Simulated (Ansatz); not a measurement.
## Structure relaxation of Zr₂Cl

The calculation used DFT PBE, scalar-relativistic, plane waves, PAW in Ansatz. Cutoff 420 eV, Γ-centred k mesh, Gaussian smearing, no spin polarisation in the final step.

The start is a random cell of Zr₂Cl with space group Pmma (No. 51), drawn with lower limits on the distances.

```
CELL_PARAMETERS angstrom
4.62797 0.00000 0.00000
0.00000 3.97771 0.00000
0.00000 0.00000 7.39442
ATOMIC_POSITIONS crystal
Zr 0.25000 0.24280 0.04503
Zr 0.25000 0.75720 0.04503
Zr 0.75000 0.24280 0.95497
Zr 0.75000 0.75720 0.95497
Cl 0.25000 0.50000 0.25000
Cl 0.75000 0.50000 0.75000
```

Cell and atoms relax at zero pressure; the relaxation can't lower the symmetry of the start. After a coarse first stage the cell is made exact in the group found at 0.06 Å.

Formation energies are uncorrected and refer to the elements' standard structures at the same level (Cl₂ as a molecule).

Problem. Which crystal results?

Solution. It keeps Pmma (No. 51). Conventional cell: a = 3.149 Å, b = 6.047 Å, c = 10.597 Å. Zr has 1 Cl at 2.53 Å and 6 Zr at 2.98–3.15 Å; Cl has 2 Zr at 2.53 Å and 2 Cl at 3.15 Å.

Space group Pmma (No. 51). a = 3.149 Å, b = 6.047 Å, c = 10.597 Å, α = 90.00°, β = 90.00°, γ = 90.00°
```csv
atom,site,symmetry,x,y,z
Zr,4k,m..,0.2500,0.2471,0.1194
Cl,2f,mm2,0.2500,0.5000,0.3099
```

Problem. What are its volume, energy, density and gap?

Solution. The volume per atom is 33.6 Å³ and the density is 3.6 g/cm³. The energy over the elements is -0.20 eV/atom and the gap on the 12×6×4 mesh is 0 eV (a metal).

The final run used a 12×6×4 mesh on its 6-atom cell and 0.10 eV smearing. The k mesh leaves about 4 meV/atom of noise in metals. Weakly bound directions are ill-defined at this level, which has no dispersion term. Symmetry constrained the relaxation, so the result can be a saddle point. The steps took roughly 4 core-minutes in all.